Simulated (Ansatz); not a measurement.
Two isomers of C5H10O: A = `C1CCOCC1`, B = `CC(=O)C(C)C`.

Program: Ansatz. Geometries: PBE0-D4/def2-TZVP. ΔE: electronic, gas phase. CCSD(T)/CBS adds triple-zeta CCSD(T) − MP2 to the extrapolated MP2 energy (def2 sets, frozen cores). DFT in def2-TZVPP. B3LYP here is the variant with VWN-RPA as its local correlation; programs differ in this. One conformer a species, not always the lowest.

Question: Which is lower in electronic energy at CCSD(T)/CBS, and by how much? (An estimate is asked.)

Answer: Ansatz gave: B, by 26.2 kJ/mol.

Question: Give E(B) − E(A) in kJ/mol with HF/def2-TZVPP, B3LYP-D4, MP2/def2-TZVPP, B3LYP, B2PLYP, r2SCAN-D4, PBE0-D4. (An estimate is asked.)

Answer: Computed: HF/def2-TZVPP -35.7, B3LYP-D4 -35.8, MP2/def2-TZVPP -26.6, B3LYP -38.4, B2PLYP -35.3, r2SCAN-D4 -30.0, PBE0-D4 -18.0. None reverses the order clearly.

Largest T1 diagnostic: 0.012.

From PBE to PBE0 (25 % exact exchange), in def2-TZVPP and without D4, E(B) − E(A) moves by +12.3 kJ/mol. In def2-TZVPP, CCSD(T) changes the Hartree–Fock value by +8.6 kJ/mol (the triples alone add −2.5 kJ/mol) and MP2 by +9.1 kJ/mol.
